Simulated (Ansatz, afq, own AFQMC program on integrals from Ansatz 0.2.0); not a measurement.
Integrals from Ansatz 0.2.0, then the random walk in our own AFQMC program (afq).

```yaml
crystal:
  periodic: [false, false, false]
  atoms:
    - {symbol: Si, position_ang: [0.000000, 0.000000, 0.000000]}
basis:
  gaussian: {orbitals: 6-31G}
magnetization: {spin_polarized: false}
correlation: {method: ccsd_t, electrons: outside_noble_gas, hamiltonian_folder: ham}
```

```sh
$ ansatz run in.yaml --threads 1 --pin off --events-out ev --progress --plain --max-ram 16896MiB --backend cuda --devices 0, --max-vram 18GiB
```

afq runs on the folder ham with

```
--method phaseless --trial hf --walkers 10 --populations 1 --least-time 40 --time-step 0.005 --steps-per-block 10 --equilibration-blocks 0 --max-blocks 30 --target-error 0.00048 --factor-cut 1e-05 --seed 2943 --taylor-order 6
```

Times are imaginary, in 1/Eh. The walk had a cap of 60 s.

```
orbitals 8  electrons 2 2  factors 29 of 59
reference energy -288.76917572 Eh
CCSD correlation -0.04131258 Eh in 12 cycles, weight of the determinant in the CISD state 0.8119
energy of the start -288.769176 Eh
 block  time / (1/Eh)  mean weight  energy / Eh
     1     0.050  1.0014  -288.770198
     2     0.100  1.0008  -288.771215
     3     0.150  0.9979  -288.772869
     4     0.200  0.9983  -288.775105
     5     0.250  1.0005  -288.776600
     7     0.350  1.0013  -288.776751
     8     0.400  1.0009  -288.776734
     9     0.450  1.0000  -288.777779
    11     0.550  1.0000  -288.779388
    13     0.650  0.9997  -288.783148
    15     0.750  0.9995  -288.780882
    17     0.850  0.9973  -288.779721
    19     0.950  1.0006  -288.780486
    21     1.050  1.0000  -288.783762
    23     1.150  1.0007  -288.787150
    25     1.250  1.0009  -288.788346
    27     1.350  1.0004  -288.792754
    29     1.450  0.9995  -288.794414
    30     1.500  1.0003  -288.793757
blocks merged  error / Eh  count
     1  0.001202  30
     2  0.001723  15
energy -288.781874 +/- 0.001202 Eh
(rows thinned)
```

The run failed at least one of its tests; the cautions name the faults. The second half of the sampling lies below the first by 5.1 errors of their difference, so the energy may still be moving and its error bar be too small.

Against this walk (error 32.7 meV) on the same determinant: CCSD(T) 805.9 meV lower, CCSDT(Q) 843.4 meV lower, full CI 879.6 meV lower, a separate phaseless walk with a CISD trial and standard settings 810.0 ± 32.8 meV lower. The error is statistical and leaves out the bias of the constraint.

A setting was made bad on purpose (no equilibration), so the walk's energy isn't to be trusted.

Cautions: constraint bias not in the error; error not settled; halves of the run differ; error above the target (32.7 against 13.1 meV); another spin lies lower (by 1.03 eV); restricted determinant unstable towards unrestricted (UHF 1.07 eV lower, ⟨S²⟩ 1.00); strong correlation (T1 0.001, weight of the determinant 0.81, largest double 0.31); the determinant fills the p orbitals unequally in pairs, so it mixes two states of the atom (¹D and ¹S), and each level undoes that mixture to a different degree, while full CI gives the lower state; CCSDT(Q) on the UHF determinant differs (1.07 eV lower), perhaps since the unrestricted series falls towards higher spin; the sampling time fell short of the least asked; so few walkers bias the energy.

CCSDT and higher add their correlation energy to the determinant of the CCSD(T) run, since their own runs factorise the integrals more tightly (a shift of under 2 meV).
